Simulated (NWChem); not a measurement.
Atomisation of allene (C3H4)

```xyz
7

C      0.0000     0.0000     1.3078
C      0.0000     0.0000     0.0000
C      0.0000     0.0000    -1.3078
H      0.0000    -0.9368     1.8749
H      0.0000     0.9368     1.8749
H      0.9368     0.0000    -1.8749
H     -0.9368     0.0000    -1.8749
```
Charge 0, spin multiplicity 1.

The numbers come from NWChem runs, not from measurements. Structure: optimised with PBE0/def2-SVP, a minimum by its harmonic frequencies.

Basis set: def2-TZVP. The atomisation energy is electronic alone: no zero-point, thermal, spin-orbit or counterpoise terms. No value is extrapolated to the basis-set limit. Free atoms are single determinants with multiplicities C 3, H 2.

B3LYP has NWChem's definition, with VWN1-RPA local correlation. No SCF solution was tested for a lower state. Open-shell Hartree-Fock references start from PBE0 orbitals.

**Question.** Order these methods by the atomisation energy they give, lowest first: HF, LDA (SVWN5), PBE0, B3LYP, BHandHLYP.

**Answer.** HF (520.9 kcal/mol), BHandHLYP (680.9 kcal/mol), B3LYP (703.3 kcal/mol), PBE0 (708.5 kcal/mol), LDA (SVWN5) (804.2 kcal/mol)
